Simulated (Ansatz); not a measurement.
# Match the barriers

Saddle point of BH5S, singlet (BH₃S ([BH2][SH]) + H₂ → BH₃ + H₂S (still joined by a long B–S bond); bonds formed: B1–H6, S2–H5; bonds broken: H5–H6; bonds weakened to dative contacts: B1–S2), PBE0-D4/def2-TZVP structure:

B1  (-0.178, -0.608, -0.219)
S2  (0.977, 1.082, -0.195)
H3  (-1.201, -0.381, -0.785)
H4  (0.585, -1.465, -0.548)
H5  (0.255, 0.172, 0.859)
H6  (-0.415, -0.776, 1.013)
H7  (-0.023, 1.976, -0.124)
(Å)

Program: Ansatz 0.2.0. Basis: def2-TZVPP, with def2-QZVPP for the basis limit. Cores are frozen in the correlated methods. Extrapolation: Hartree–Fock as exp(−7.88 √X), correlation as X^−2.97. Four methods, as single points on the PBE0-D4 structures, gave these electronic barriers from the start structure: 26.8, 76.4, 101.5, 166.1 kJ/mol.

Q: The methods were, in alphabetical order, HF, MP2, PBE0-D4, SPW92. Which gave which? (Judge from chemistry; the calculation decides.)

A: By the calculation: SPW92 26.8; PBE0-D4 76.4; MP2 101.5; HF 166.1 kJ/mol. For comparison, CCSD(T) at an estimated basis limit (MP2 extrapolated from triple and quadruple zeta, plus CCSD(T) − MP2 in triple zeta) gives 104.6 kJ/mol.

T1 diagnostic: at most 0.014.

Labels in which every atom is bracketed show which atoms are joined, not bond orders.

For scale, one of the runs: CCSD(T)/def2-TZVPP, 143 basis functions, launched by `ansatz run in.yaml --threads 2 --pin off --events-out ev --progress --plain --max-ram 4352MiB`. Hardware: 2 CPU threads of an Arm Neoverse V1, shared host. Wall time 7.5 s; peak host memory 0.79 GiB.
